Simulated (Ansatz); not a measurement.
Basis-set extrapolation for C3H9NO (`CCC(N)O`) (PBE0-D4/def2-TZVP geometry, frozen core, Ansatz 0.2.0). Multiplicity 1, RHF reference.

```tsv
	def2-TZVPP	def2-QZVPP
HF	-248.257593	-248.269581
MP2 correlation	-0.984422	-1.052738
CCSD(T) correlation	-1.065090	not run
```

Energies in hartree. Use E(X) = E(∞) + A·exp(−7.88·√X) for Hartree–Fock and E(X) = E(∞) + B·X^(−2.97) for correlation, with X = 3 and 4, and add CCSD(T) minus MP2 of the smaller set to the MP2 limit.

Question: What is the CCSD(T) energy at the basis-set limit?

Answer: HF limit: -248.269581 + (-0.011988) × 0.13774 = -248.27123. MP2 limit: -1.052738 + (-0.068316) × 0.74074 = -1.10334. Higher-order term: -1.065090 − (-0.984422) = -0.08067. Total: -249.45524 hartree, 3.61 eV below CCSD(T)/def2-TZVPP.
